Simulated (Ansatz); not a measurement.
Consider the isomerisation: `ClC1(Cl)CO1` → `OC=C(Cl)Cl`.

Gas-phase electronic energies from Ansatz, PBE0-D4/def2-TZVP geometries. CCSD(T)/CBS adds triple-zeta CCSD(T) − MP2 to the extrapolated MP2 energy (def2 sets, frozen cores). DFT in def2-TZVPP. B3LYP here is the variant with VWN-RPA as its local correlation; programs differ in this. One conformer a species, not always the lowest.

`ClC1(Cl)CO1`:

Z-matrix (Å, degrees):
```
C
Cl 1 1.749
C 1 1.452 2 120.6
Cl 1 1.749 2 112.1 3 151.3
O 1 1.367 2 116.5 3 -71.0
H 3 1.085 1 118.9 2 152.4
H 3 1.085 1 118.9 2 -3.4
```

`OC=C(Cl)Cl`:

Cartesian coordinates in Å:
```
O -0.968 -1.158 0.520
C -0.660 -0.032 -0.137
C 0.550 0.520 -0.205
Cl 1.889 -0.213 0.591
Cl 0.860 1.962 -1.067
H -0.167 -1.504 0.936
H -1.503 0.426 -0.637
```

CCSD(T)/CBS gives -62.3 kJ/mol.

Question: Another level gave -63.5 kJ/mol. Which?
A. r2SCANh-D4/def2-TZVPP
B. RPA@PBE/def2-TZVPP
C. B3LYP/def2-TZVPP
D. B2PLYP/def2-TZVPP

Answer: D. B2PLYP -63.5, B3LYP -67.9, RPA@PBE/def2-TZVPP -50.3, r2SCANh-D4 -56.6 kJ/mol.

Question: What do rigid-rotor, harmonic-oscillator terms from PBE0-D4/def2-TZVP frequencies (298.15 K, 1 bar) make of the CCSD(T)/CBS value? (Estimate.)

Answer: Computed: ΔZPE = +0.7 kJ/mol, ΔH = -60.3 kJ/mol, ΔS = 10 J/(mol·K), ΔG = -63.3 kJ/mol.

Largest T1 diagnostic among the species: 0.012.

In def2-TZVPP, CCSD(T) changes the Hartree–Fock value by +6.7 kJ/mol (the triples alone add −0.4 kJ/mol) and MP2 by +10.6 kJ/mol. From BLYP to BHLYP (50 % exact exchange), in def2-TZVPP and without D4, ΔE moves by +3.8 kJ/mol.
